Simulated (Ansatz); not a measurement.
CsAuBr3 (I4/mmm, No. 139), treated with r²SCAN+rVV10 in Ansatz (PAW).

Settings: plane-wave cutoff 560 eV, 6×6×6 k mesh, Fermi–Dirac smearing 0.01 eV, scalar-relativistic PAW data made under PBE.

Cell (relaxed at this level):

```xyz
10
Lattice="-3.8396 3.8396 5.6301 3.8396 -3.8396 5.6301 3.8396 3.8396 -5.6301" Properties=species:S:1:pos:R:3 pbc="T T T"
Au     0.0000     0.0000     5.6301
Au     0.0000     0.0000     0.0000
Cs     3.8396     0.0000     2.8150
Cs     0.0000     3.8396     2.8150
Br     0.0000     0.0000     3.1826
Br     0.0000     0.0000     8.0776
Br    -2.0765     2.0765     5.6301
Br     2.0765    -2.0765     5.6301
Br     2.0765     2.0765     5.6301
Br     1.7632     1.7632     0.0000
```

Predict the band gap, smallest direct gap on the k points sampled and direct gap at Γ.


band gap: 0.42 eV
smallest direct gap on the k points sampled: 0.49 eV
direct gap at Γ: 2.14 eV

Spin–orbit coupling is not included; with these elements it can move the gap by several tenths of an eV or more.

Static lattice: no zero-point or thermal effects.

Ansatz is a program for electronic structure.
